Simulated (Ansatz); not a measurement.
# C2Cl4, SMILES ClC(Cl)=C(Cl)Cl: harmonic frequencies at the relaxed geometry

With the Ansatz DFT code, driven from Python.

Interactive session:
```pycon
>>> import ansatz as az
>>> import numpy as np
>>> mol = (
...     az.Crystal.molecule()
...     .atom("Cl", [-1.9998, 0.821, 0.3374])
...     .atom("C", [-0.3363, 0.555, -0.176])
...     .atom("Cl", [0.4096, 1.803, -1.1698])
...     .atom("C", [0.3363, -0.555, 0.176])
...     .atom("Cl", [1.9998, -0.821, -0.3374])
...     .atom("Cl", [-0.4096, -1.803, 1.1698])
... )
>>> base = (
...     mol.calculation()
...     .basis(gaussian="def2-SVP")
...     .functional("pbe0", dispersion="d4")
... )
>>> symbols = [site.symbol for site in mol.cartesian_sites]
>>> start = np.array([site.position_ang for site in mol.cartesian_sites], dtype=float)
>>> def progress(event):
...     if event["event"] == "relax_step":
...         row = event["data"]
...         print(f"step {row['step']:3d}  E = {row['lagrangian_ev']:.6f} eV  max force {row['allowed_force_max_ev_ang']:.4f} eV/A")
...
>>> report = base.relax(force_tolerance=0.003).session().plan().execute(on_event=progress).report
step   1  E = -52127.376003 eV  max force 1.2386 eV/A
step   2  E = -52127.485791 eV  max force 0.6297 eV/A
step   3  E = -52127.518546 eV  max force 0.1573 eV/A
step   4  E = -52127.519195 eV  max force 0.0526 eV/A
step   5  E = -52127.519225 eV  max force 0.0124 eV/A
step   6  E = -52127.519247 eV  max force 0.0001 eV/A
>>> end = np.array(report["positions_ang"])
>>> print("final positions (A) and the move of each atom")
final positions (A) and the move of each atom
>>> for symbol, xyz, old in zip(symbols, end, start):
...     print(f"{symbol:2s} {xyz[0]:10.5f} {xyz[1]:10.5f} {xyz[2]:10.5f}   {np.linalg.norm(xyz - old):7.4f}")
...
Cl   -1.95414    0.83123    0.31353    0.0525
C    -0.33748    0.55690   -0.17665    0.0023
Cl    0.37210    1.77935   -1.14165    0.0525
C     0.33748   -0.55690    0.17665    0.0023
Cl    1.95414   -0.83123   -0.31353    0.0525
Cl   -0.37210   -1.77935    1.14165    0.0525
>>> minimum = az.Crystal.molecule()
>>> for symbol, xyz in zip(symbols, end):
...     minimum = minimum.atom(symbol, xyz.tolist())
...
>>> vibrating = (
...     minimum.calculation()
...     .basis(gaussian="def2-SVP")
...     .functional("pbe0", dispersion="d4")
...     .phonons(temperatures=(298.15, 498.15, 100))
... )
>>> vib = vibrating.run().report["vibrations"]
>>> sums = vib["harmonic_sums"]
>>> modes = [m["omega_inv_cm"] for m in sums["modes_at_gamma"] if m["rigid_motion"] == "no"]
>>> print("frequencies (1/cm):", " ".join(f"{w:.0f}" for w in modes))
frequencies (1/cm): 101 177 238 292 317 353 466 525 805 947 1023 1662
>>> print("imaginary modes:", sum(w < 0 for w in modes), " zero-point energy:", round(sums["zero_point_energy_ev"], 4), "eV")
imaginary modes: 0  zero-point energy: 0.4281 eV
>>> print("T (K)   F_vib (eV)   S_vib (meV/K)   C_vib (meV/K)")
T (K)   F_vib (eV)   S_vib (meV/K)   C_vib (meV/K)
>>> for row in zip(sums["temperatures_k"], sums["vibrational_free_energy_ev"], vib["entropy_ev_per_k"], vib["heat_capacity_ev_per_k"]):
...     print(f"{row[0]:6.1f} {row[1]:11.4f} {1000 * row[2]:13.4f} {1000 * row[3]:15.4f}")
...
 298.1      0.3548        0.5778          0.6286
 398.1      0.2870        0.7748          0.7318
 498.1      0.2007        0.9469          0.8031
```

Notes:
- Total energies depend on the basis set; only differences at equal settings carry meaning.
- The frequencies are harmonic and unscaled, in a modest basis. The result belongs to the one conformer reached from this start, and soft torsions count as harmonic oscillators.
- Hardware and time: 71 s on 1 thread of Arm Neoverse V1 (shared host), peak memory 0.32 GiB.

(Lines on the test bed's own set-up are left out of the output.)
